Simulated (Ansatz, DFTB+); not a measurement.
**A small benchmark: dipole moment**

8 molecules with nitrogen; the dipole moment in D, computed less measured. Shapes, held fixed at every level: PBE0-D4/def2-TZVP. No vibrational averaging. Dipoles are compared by magnitude; molecules under 1 D, whose direction can flip, are left out. Programs: Ansatz 0.2.0, DFTB+ 25.1. Measured values: NIST CCCBDB.

Levels: A = DFTB1; B = PBE-D4/def2-TZVPP; C = r2SCAN-D4/def2-TZVPP; D = wB97M-V/def2-TZVPP.

```csv
molecule,measured,A,B,C,D
NS (SMILES [N]=S),1.81,+1.23,+0.02,-0.01,+0.11
CH3N (SMILES C=N),2.00,+0.20,-0.11,-0.04,+0.01
C2H3N (acetonitrile),3.92,+1.35,+0.02,+0.13,+0.08
C2H3N (isocyanomethane),3.85,+1.70,+0.12,+0.12,-0.04
C2H5N (N-methylmethanimine),1.53,+0.18,-0.17,-0.10,-0.02
C3H5N (propanenitrile),4.02,+1.25,+0.01,+0.13,+0.08
C2H7N (dimethylamine),1.03,-0.16,-0.16,-0.13,-0.07
C5H9N (pivalonitrile),3.95,+1.25,+0.09,+0.20,+0.15
```

Which level does best on this set, which worst, and which err to one side?


```tsv
level	kind	mean error	mean absolute error	worst case
DFTB1	semi-empirical	+0.875	0.915	C2H3N (isocyanomethane)
PBE-D4/def2-TZVPP	GGA	-0.023	0.088	C2H5N
r2SCAN-D4/def2-TZVPP	meta-GGA	+0.038	0.108	C5H9N
wB97M-V/def2-TZVPP	range-separated hybrid	+0.037	0.070	C5H9N
```

On this set wB97M-V/def2-TZVPP has the smallest mean absolute error and DFTB1 the largest. DFTB1 is too high in 7 of 8. The smallest two are near a tie. Open shells run unrestricted. The set is small.
